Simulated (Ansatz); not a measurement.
One change: `[MgH][SH]` becomes `[OH][MgH]`.

Ansatz, PBE0-D4/def2-TZVP geometries, multiplicity 1. 

```json
{"property": "HOMO energy (PBE/def2-TZVPP) / eV", "`[MgH][SH]`": "-5.91"}
{"property": "LUMO energy (ωB97M-V/def2-TZVPP) / eV", "`[MgH][SH]`": "0.49"}
{"property": "HOMO–LUMO gap (PBE/def2-TZVPP) / eV", "`[MgH][SH]`": "4.36"}
{"property": "LUMO energy (PBE0/def2-TZVPP) / eV", "`[MgH][SH]`": "-0.85"}
{"property": "LUMO energy (B3LYP/def2-TZVPP) / eV", "`[MgH][SH]`": "-1.12"}
{"property": "HOMO–LUMO gap (B3LYP/def2-TZVPP) / eV", "`[MgH][SH]`": "5.72"}
```

Question: What does the change do to each property? (Best estimate.)

Answer: Ansatz gave: 
```json
{"property": "HOMO energy (PBE/def2-TZVPP) / eV", "`[OH][MgH]`": "-6.32", "shift": "-0.41"}
{"property": "LUMO energy (ωB97M-V/def2-TZVPP) / eV", "`[OH][MgH]`": "0.71", "shift": "0.22"}
{"property": "HOMO–LUMO gap (PBE/def2-TZVPP) / eV", "`[OH][MgH]`": "5.02", "shift": "0.66"}
{"property": "LUMO energy (PBE0/def2-TZVPP) / eV", "`[OH][MgH]`": "-0.57", "shift": "0.28"}
{"property": "LUMO energy (B3LYP/def2-TZVPP) / eV", "`[OH][MgH]`": "-0.88", "shift": "0.24"}
{"property": "HOMO–LUMO gap (B3LYP/def2-TZVPP) / eV", "`[OH][MgH]`": "6.82", "shift": "1.10"}
```

With PBE0 the HOMO falls by 0.86 eV and the LUMO rises by 0.28 eV, so the gap widens by about 1.14 eV. PBE moves the HOMO by -0.41 eV and ωB97M-V by -0.91 eV.

B3LYP here is the variant with VWN-RPA as its local correlation; programs differ in this.
